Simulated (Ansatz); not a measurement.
A made-up structure of C₂H₄Si, singlet:

| atom | x (Å) | y (Å) | z (Å) |
| --- | --- | --- | --- |
| C1 | -0.8565 | -0.4346 | -0.2693 |
| C2 | 0.2993 | -0.2811 | -0.9091 |
| Si3 | 0.3512 | 0.4511 | 0.7427 |
| H4 | 0.8191 | 0.8167 | 2.0325 |
| H5 | 0.6921 | -0.5545 | -1.8805 |
| H6 | 0.2687 | 1.9174 | 0.9452 |
| H7 | 1.0598 | -0.2111 | 1.8639 |

It is relaxed with PBE-D4/def2-SVP and then PBE0-D4/def2-TZVP (Ansatz 0.2.0). Atoms count as bonded within 1.22 times the sum of their covalent radii (H–H: 0.88 Å). The end point is not checked to be a true minimum.

(1) Does its bonding change? (Judge from chemistry; the calculation decides.)

Results:

(1) The calculation gives: Yes. Formed: none; broken: C2–Si3.

Where it ends: The first stage lowers the energy by 5.88 eV in 14 steps. It ends as C₂H₄Si (C#C[SiH3]):
```xyz
7
angstrom
C 0.2543 -0.0994 -0.3009
C 0.0601 -0.6467 -1.3576
Si 0.5484 0.7282 1.2968
H -0.5042 0.3230 2.2600
H -0.1117 -1.1306 -2.2919
H 0.5071 2.1981 1.1024
H 1.8796 0.3314 1.8168
```

For scale, one of the runs: PBE0-D4/def2-TZVP relaxation, 123 basis functions, launched by `ansatz run in.yaml --threads 2 --pin off --events-out ev --progress --plain --max-ram 4352MiB`. The run took about 9 s on 2 CPU threads of an Arm Neoverse V2 (shared host).
